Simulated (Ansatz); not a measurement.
**Which is lower?**

Two relaxed structures of CH6MgSi, closed shell (PBE0-D4/def2-TZVP; forces vanish, vibrations not checked).

A:

```json
{"atom": "C1", "x (Å)": "-0.6715", "y (Å)": "0.9191", "z (Å)": "-0.9001"}
{"atom": "Si2", "x (Å)": "0.5672", "y (Å)": "-0.3746", "z (Å)": "-0.2845"}
{"atom": "Mg3", "x (Å)": "0.3184", "y (Å)": "-1.1114", "z (Å)": "2.1841"}
{"atom": "H4", "x (Å)": "-1.6967", "y (Å)": "0.5516", "z (Å)": "-0.8143"}
{"atom": "H5", "x (Å)": "-0.4867", "y (Å)": "1.1647", "z (Å)": "-1.9482"}
{"atom": "H6", "x (Å)": "-0.5970", "y (Å)": "1.8406", "z (Å)": "-0.3183"}
{"atom": "H7", "x (Å)": "1.9421", "y (Å)": "0.1682", "z (Å)": "-0.5351"}
{"atom": "H8", "x (Å)": "0.4686", "y (Å)": "-1.5586", "z (Å)": "-1.1990"}
{"atom": "H9", "x (Å)": "0.1556", "y (Å)": "-1.5996", "z (Å)": "3.8154"}
```

B:

C1  (-0.089, 0.423, 0.652)
Si2  (1.081, -0.317, -0.572)
Mg3  (-2.073, 0.421, 0.008)
H4  (-3.703, 0.437, -0.486)
H5  (1.011, 0.419, -1.871)
H6  (0.206, 1.458, 0.865)
H7  (2.518, -0.336, -0.166)
H8  (0.699, -1.731, -0.868)
H9  (-0.029, -0.128, 1.599)
(Å)

Program: Ansatz 0.2.0. Basis: def2-TZVPP. Cores are frozen in the correlated methods. The outer core shell of Li, Na, Mg and K is correlated. The def2 sets are not built for correlating such inner shells, so the correlated values are less sure here. B3LYP uses VWN-RPA correlation.

Task: Which structure is lower at CCSD(T), and by how much? (An estimate is asked for; the value comes from the calculation.)

Result: Computed: A, by 2.09 kcal/mol (electronic energy, against the other). By their contacts, A is CH₆MgSi ([CH3][SiH2][MgH]) and B is CH₆MgSi ([MgH][CH2][SiH3]).

All methods give the same order:

```json
{"method": "PBE-D4", "E(B) − E(A) (kcal/mol)": "4.90"}
{"method": "r2SCAN-D4", "E(B) − E(A) (kcal/mol)": "2.82"}
{"method": "PBE0-D4", "E(B) − E(A) (kcal/mol)": "4.62"}
{"method": "B3LYP-D4", "E(B) − E(A) (kcal/mol)": "2.75"}
{"method": "wB97M-V", "E(B) − E(A) (kcal/mol)": "1.46"}
{"method": "HF", "E(B) − E(A) (kcal/mol)": "3.00"}
{"method": "MP2", "E(B) − E(A) (kcal/mol)": "0.11"}
{"method": "CCSD", "E(B) − E(A) (kcal/mol)": "2.25"}
{"method": "CCSD(T)", "E(B) − E(A) (kcal/mol)": "2.09"}
```

The T1 diagnostic stays at or below 0.010.

Labels in which every atom is bracketed show which atoms are joined, not bond orders.

For scale, one of the runs: CCSD(T)/def2-TZVPP, 189 basis functions, launched by `ansatz run in.yaml --threads 2 --pin off --events-out ev --progress --plain --max-ram 4352MiB`. The run took 60 s on 2 CPU threads of an Arm Neoverse V1 (shared host), with 2.1 GiB of host memory at its peak.
